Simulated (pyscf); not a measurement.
H₃Si–AsH₂ (SMILES [SiH3][AsH2]) + H• (SMILES [H]) → •H₂Si–AsH₂ (SMILES [SiH2][AsH2]) + H₂ (SMILES [H][H]), a hydrogen abstraction (doublet surface; H–Si broken, H–H formed). Optimised with ωB97X-D3(BJ)/def2-SVP in PySCF. Energies in kcal/mol from the separated reactants.

Small-basis levels: PySCF, no dispersion term, spherical d functions. AM1 to PM7: differences of heats of formation from MOPAC, which are fitted to 298 K values and so differ in kind from electronic energies by zero-point and thermal terms. GFN2-xTB: tblite. Open shells are spin-unrestricted. 

```json
[
 {"level": "MP2/6-31G*+LANL2DZ", "barrier": "9.9", "reaction energy": "-10.8"},
 {"level": "SVWN5/6-31G*+LANL2DZ", "barrier": "-5.5", "reaction energy": "-17.1"},
 {"level": "PBE/6-31G*+LANL2DZ", "barrier": "0.3", "reaction energy": "-17.4"},
 {"level": "B3LYP/STO-3G", "barrier": "(withheld)", "reaction energy": "-20.3"},
 {"level": "B3LYP/6-31G*+LANL2DZ", "barrier": "0.9", "reaction energy": "-18.8"},
 {"level": "M06-2X/6-31G*+LANL2DZ", "barrier": "4.9", "reaction energy": "-16.8"},
 {"level": "PBE/def2-SVP", "barrier": "-0.8", "reaction energy": "-15.4"},
 {"level": "B3LYP/def2-SVP", "barrier": "(withheld)", "reaction energy": "-16.7"},
 {"level": "GFN2-xTB", "barrier": "2.8", "reaction energy": "+2.2"},
 {"level": "AM1", "barrier": "-4.2", "reaction energy": "-36.1"},
 {"level": "PM3", "barrier": "-15.5", "reaction energy": "-39.5"},
 {"level": "PM6", "barrier": "-12.1", "reaction energy": "-43.8"},
 {"level": "ωB97M-D3(BJ)/def2-TZVP", "barrier": "(withheld)", "reaction energy": "-14.2"}
]
```

**Question.** Fill in the missing entries.

**Answer.** 
- B3LYP/STO-3G, barrier: -1.2
- B3LYP/def2-SVP, barrier: 0.0
- ωB97M-D3(BJ)/def2-TZVP, barrier: 4.0

Against the last row the barrier runs from -19.5 (PM3) to +5.9 kcal/mol (MP2/6-31G*+LANL2DZ). At SVWN5/6-31G*+LANL2DZ, B3LYP/STO-3G, PBE/def2-SVP, AM1, PM3, PM6 this geometry lies under one side, so the entry may be no barrier of that level: it is a single point on another level's saddle. ωB97M-D3(BJ)/def2-TZVP has limits of its own. •H₂Si–AsH₂ lies 16.5 kcal/mol over its isomer H₃Si–AsH• (electronic energy, ωB97M-D3(BJ)/def2-TZVP). One saddle was located; it need not be the lowest between these sides. The angle at the transferred H is 180°. In the def2 sets elements up to Kr have no core potential.
